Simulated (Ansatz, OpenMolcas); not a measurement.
**How methods differ on SiHCl (SMILES [SiH]Cl)**

SiHCl: 3 atoms, total charge 0, spin state singlet. SMILES: `[SiH]Cl`. The shape is that of a PBE0-D4/def2-TZVP optimisation.

```xyz
3

Si   -0.5483    0.5710   -0.2339
Cl    1.2754    0.3528    0.7362
H    -0.7271   -0.9238   -0.5023
```

Quantity: the vertical energy of the triplet above the singlet, in eV. The values are calculated.

```json
{"level": "HF/cc-pVTZ, open shells restricted", "kind": "Hartree–Fock", "program": "OpenMolcas", "value (eV)": "1.10", "CPU time (all runs)": "20 s"}
{"level": "r2SCAN/cc-pVTZ", "kind": "meta-GGA", "program": "OpenMolcas", "value (eV)": "1.30", "CPU time (all runs)": "72 s"}
{"level": "BHLYP/cc-pVTZ", "kind": "global hybrid", "program": "OpenMolcas", "value (eV)": "1.65", "CPU time (all runs)": "55 s"}
{"level": "wB97M-V/cc-pVTZ", "kind": "range-separated hybrid", "program": "Ansatz", "value (eV)": "1.88", "CPU time (all runs)": "77 s"}
{"level": "wB97X/cc-pVTZ", "kind": "range-separated hybrid", "program": "Ansatz", "value (eV)": "1.68", "CPU time (all runs)": "41 s"}
{"level": "B2PLYP/cc-pVTZ", "kind": "double hybrid", "program": "Ansatz", "value (eV)": "1.68", "CPU time (all runs)": "13 s"}
{"level": "RPA@PBE0/cc-pVTZ", "kind": "RPA", "program": "Ansatz", "value (eV)": "1.66", "CPU time (all runs)": "14 s"}
{"level": "MP2/cc-pVTZ", "kind": "perturbation theory", "program": "Ansatz", "value (eV)": "1.60", "CPU time (all runs)": "3.7 s"}
```

The values span 1.10 to 1.88 eV. CPU times are rough (shared hosts, several kinds of processor): they show what a rung costs within a factor of a few.
